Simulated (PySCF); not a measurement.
C5H11S (doublet state).
Structure used (GFN2-xTB), in Å, numbered top down from 1:
```xyz
17
C5H11S angstrom
C     -2.1291    1.2720   -0.3600
C     -0.9731    0.4338   -0.8877
C     -0.3817   -0.4668    0.2131
C      0.7442   -1.2922   -0.2771
C      2.0817   -1.1379    0.2013
S      3.0009    0.2565   -0.8048
H     -2.5157    1.9200   -1.1428
H     -2.9379    0.6332   -0.0120
H     -1.8042    1.8955    0.4703
H     -1.3179   -0.1912   -1.7133
H     -0.1892    1.0882   -1.2744
H     -0.0594    0.1492    1.0562
H     -1.1865   -1.1226    0.5680
H      0.5792   -1.8780   -1.1679
H      2.1645   -0.7909    1.2274
H      2.7332   -1.9850    0.0083
H      2.1839    1.2282   -0.4087
```

The hyperfine couplings belong to this conformer and change with its torsions.

Identity: `CCC[CH]CS` [radical].

Method used: PySCF 2.14.0, UKS B3LYP, pcH-1 on C H S, non-relativistic, mean-field spin-orbit, GIAO. Geometry: GFN2-xTB, one conformer, isolated molecule. Couplings are sensitive to structure, and on GFN2-xTB geometries they can be far from those on DFT ones. No stability test was run, so a lower SCF solution isn't excluded.

Problem. What is the g tensor, term by term?

Solution. 
```csv
Δg (ppm),1,2,3
relativistic mass correction,-174,-174,-174
gauge correction,21,-1,27
orbital Zeeman/spin–orbit,-761,-26,1698
total,-914,-201,1551
```

So g = 2.00141, 2.00212, 2.00387 and g_iso = 2.00246; the tensor is rhombic: the two nearest values differ by 29 % of g3 − g1. Axes: g2 points within 10° of the C5–S6 bond.

Problem. At 9.394 GHz, how far is the centre of the isotropic spectrum from where a free electron (g = 2.002319) resonates?

Solution. B = hν/(g μB) with μB/h = 13.99624 MHz/mT gives 335.20 mT for the free electron and 335.18 mT at g_iso, 0.02 mT lower.

Problem. What are the electron Larmor frequencies g μB B/h along the three axes at 330 mT?

Solution. 9.2440, 9.2473, 9.2554 GHz for g1, g2 and g3, a range of 11.4 MHz.

Problem. In a frozen sample, at which fields do the three g values resonate at 9.5, 34, 94 and 263 GHz (hyperfine left aside), and which band first spreads them over more than twice a line width of 0.3 mT?

Solution. 
```csv
band,GHz,B(g3) mT,B(g2) mT,B(g1) mT,spread mT
X,9.5,338.72,339.02,339.14,0.42
Q,34.0,1212.27,1213.33,1213.76,1.49
W,94.0,3351.56,3354.49,3355.69,4.13
J,263.0,9377.23,9385.44,9388.78,11.55
```

The spread grows in proportion to the frequency. Q band is the first where it exceeds 0.6 mT.

The largest Mulliken spin populations are on C4 (+0.91), S6 (+0.21), C5 (-0.10) and C3 (-0.07). The positive populations add up to 1.22 and the negative ones to -0.22, together 2S = 1. The angles at C4 add up to 358.7°, so it is planar; its axial dipolar tensor and the negative coupling of its proton fit spin in a p orbital normal to that plane.

The HOMO–LUMO gaps are 5.58 eV among the α and 4.47 eV among the β orbitals.

The run took 76 s (grids of density and orbitals included) on one thread, Arm Neoverse V1 (aarch64), shared host with 64 logical CPUs at a one-minute load of 32, and the process peaked at 0.96 GiB of memory.
